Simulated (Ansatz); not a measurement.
**Relaxing NbP3**

Theory: DFT PBE, scalar-relativistic, plane waves, PAW in Ansatz. Cutoff 420 eV, Γ-centred k mesh, Gaussian smearing, no spin polarisation in the final step.

NbP3 was placed on the TiAl3 (D0_22) structure type (I4/mmm, No. 139), with Nb in place of Ti, P in place of Al, at a guessed volume.

```
Nb P
1.0
    -1.96549    1.96549    4.39045
     1.96549   -1.96549    4.39045
     1.96549    1.96549   -4.39045
Nb P
1 3
Direct
  0.00000 0.00000 0.00000
  0.50000 0.50000 0.00000
  0.25000 0.75000 0.50000
  0.75000 0.25000 0.50000
```

Cell and atoms relax at zero pressure; the relaxation can't lower the symmetry of the start. After a coarse first stage the cell is made exact in the group found at 0.06 Å.

Formation energies are uncorrected and refer to the elements' standard structures at the same level.

Question: Describe the relaxed structure.

Answer: It keeps I4/mmm (No. 139). The result has the TiAl3 (D0_22) structure. Conventional cell: a = 3.703 Å, c = 8.658 Å. Around Nb lie 4 P at 2.62 Å and 8 P at 2.85 Å; P on Wyckoff site b (1 atom of the primitive cell) is coordinated by 4 Nb at 2.62 Å and 8 P at 2.85 Å; P on Wyckoff site d (2 atoms of the primitive cell) is coordinated by 4 P at 2.62 Å, 4 Nb at 2.85 Å and 4 P at 2.85 Å.

```xyz
4
Lattice="-1.8516 1.8516 4.3291 1.8516 -1.8516 4.3291 1.8516 1.8516 -4.3291" Properties=species:S:1:pos:R:3 pbc="T T T"
Nb    0.0000    0.0000    0.0000
P     0.0000    0.0000    4.3291
P     1.8516    0.0000    2.1645
P     0.0000    1.8516    2.1645
```

Question: What are its volume, energy, density and gap?

Answer: The volume per atom is 14.84 Å³. The density is 5.20 g/cm³, the energy over the elements is 0.09 eV/atom and the gap on the 18×18×18 mesh is 0 eV (a metal).

The final run used a 18×18×18 mesh on its 4-atom cell and 0.10 eV smearing. For metals, differences of a few meV/atom aren't resolved. Symmetry constrained the relaxation, so the result can be a saddle point. The steps took roughly 90 core-seconds in all.

Cost: 3 runs of about 1.6 core-minutes in all, on Intel Xeon 6975P-C (Granite Rapids) (shared hosts).